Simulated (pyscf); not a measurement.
This saddle point was located with ωB97X-D3(BJ)/def2-SVP in PySCF.

```xyz
11

F     -1.0047    -0.6676     2.0179
Si    -1.5832    -0.4172     0.5372
F     -2.2443    -1.8697     0.2497
F     -2.9028     0.4965     0.3695
O     -0.4862    -0.5134    -0.8526
H     -0.6841    -0.8768    -1.7312
F     -0.6644     2.4726    -0.3133
C     -0.5154     1.5089     0.6647
F      0.7969     1.4901     1.0376
H     -0.3721     0.5459    -0.4580
H     -1.1106     1.8402     1.5326
```

Surface: singlet, charge 0. Lowest wavenumbers (cm⁻¹): 1441i, 52, 87, 148, 164.

**Question.** Which two sides does it connect, and which bonds change?

**Answer.** HO–Si(F)(F)–F (SMILES O[Si](F)(F)F) + F–CH₂–F (SMILES FCF) ⇌ F–CH(F)–Si(F)(F)–F (SMILES FC(F)[Si](F)(F)F) + H₂O (SMILES O), a four-centre exchange read from left to right: O–Si, C–H broken and C–Si, H–O formed. At ωB97M-D3(BJ)/def2-TZVP it lies +307.0 kJ/mol from the left side and +149.1 kJ/mol from the right (each side as separated species at their lowest minima found). On the product side the descent ends in an adduct with a O–Si contact (not fully relaxed), 26.9 kJ/mol under the separated species and 179.4 kJ/mol under the saddle at ωB97X-D3(BJ)/def2-TZVP. What is counted as broken (O–Si) persists as a longer contact in the product adduct; parting that adduct is a step of its own. This is the saddle that the search found; another between the same sides may lie lower.
